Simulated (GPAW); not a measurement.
# C3H5 (SMILES [CH2]C=C): U-revPBE/dzp (scalar-relativistic datasets)

Wanted: ionisation energies of C3H5. 

The results are computed with GPAW 26.7.0.

5 further runs of the same task are left out: 3 that didn't finish, 2 set aside as unsound or not needed. Runs told in other sessions of the task aren't counted.

## 1. Starting point

C3H5 has 8 atoms, charge 0, and is taken as a doublet. As SMILES, `[CH2]C=C`. The shape is that of a PBE0-D4/def2-TZVP optimisation.

Bond lengths: C1–C2 1.378 Å, C2–C3 1.378 Å, C1–H4 1.084 Å, C1–H5 1.082 Å, C2–H6 1.088 Å, C3–H7 1.084 Å, C3–H8 1.082 Å. Angles: C1–C2–C3 124.8°, C1–C2–H6 117.6°, C3–C2–H6 117.6°, C2–C1–H4 120.9°, C2–C1–H5 121.5°, C2–C3–H7 120.9°, C2–C3–H8 121.5°, H4–C1–H5 117.6°, H7–C3–H8 117.6°.

## 2. Ionisation energies at U-revPBE/dzp (scalar-relativistic datasets)

Input file c3h5.py:

```python
import numpy as np
from ase import Atoms
from ase.units import Bohr
from gpaw import GPAW

positions_bohr = np.array(
              [[ -0.863794,   1.812625,  -1.177866],
               [  0.647987,   0.440306,   0.438227],
               [  0.416874,  -2.116304,   0.875510],
               [ -2.373118,   0.908769,  -2.228743],
               [ -0.593563,   3.821593,  -1.446585],
               [  2.132178,   1.448286,   1.441672],
               [ -1.028011,  -3.219148,  -0.071054],
               [  1.661447,  -3.096127,   2.168650]])
system = Atoms('CCCHHHHH', positions=positions_bohr * Bohr)
system.center(vacuum=4.5)

energies = {}
for name, charge, unpaired in [('neutral', 0, 1), ('oxidised', 1, 0)]:
    system.set_initial_magnetic_moments([unpaired / len(system)] * len(system))
    calculator = GPAW(mode='lcao',
                      symmetry='off',
                      xc='revPBE',
                      h=0.22,
                      maxiter=100,
                      charge=charge,
                      basis='dzp',
                      occupations={'name': 'fermi-dirac', 'width': 0.01, 'fixmagmom': unpaired > 0},
                      txt=f'{name}.txt')
    system.calc = calculator
    energies[name] = system.get_potential_energy()
    print(f'{name:10} {energies[name]:12.5f} eV')

ip = energies['oxidised'] - energies['neutral']
print(f'Vertical IP: {ip:.3f} eV')
```

Launch:

```
$ python c3h5.py
```

What values should one expect? Wanted: first ionisation energy.

Answer, from the run:

Level: U-revPBE/dzp (scalar-relativistic datasets).

| quantity | value |
| --- | --- |
| first ionisation energy | 7.99 eV |
